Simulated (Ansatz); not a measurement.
System (SMILES): F[CH]F, doublet.
Atoms: C1, F2, F3, H4. Bonds: C1-F2, C1-F3, C1-H4.

Basis-set convergence of the lowest harmonic wavenumber at B3LYP with Ansatz (a quantum-chemistry and plane-wave program). Each level at its own minimum, finite differences of forces, unscaled; the reference is a large set that could be run, not a limit. Cartesian d functions, on some or all atoms, in 6-31G**, 6-31+G*; all else is spherical. The program fits the integrals of some runs and decomposes those of others, by size. Core-valence sets carry the plain set on hydrogen. Open shells are unrestricted. No added dispersion term, no relativity. Reference: the value in aug-pcseg-2, 547 cm⁻¹.

```tsv
basis	functions	lowest harmonic wavenumber (cm⁻¹)
def2-SV(P)	44	553
cc-pVDZ	47	543
def2-SVP	47	553
6-31G**	50	536
6-31+G*	59	___
6-311G**	60	545
def2-SVPD	74	548
aug-cc-pVDZ	78	___
aug-pcseg-1	78	536
6-311++G(2d,2p)	91	543
def2-TZVP	99	547
cc-pVTZ	104	547
def2-TZVPP	107	547
def2-TZVPD	126	546
def2-TZVPPD	134	546
6-311++G(3df,3pd)	135	547
cc-pCVTZ	143	548
aug-pcseg-2	161	547
```

What belongs in the gaps?


- 6-31+G*, lowest harmonic wavenumber (cm⁻¹): 534
- aug-cc-pVDZ, lowest harmonic wavenumber (cm⁻¹): 531
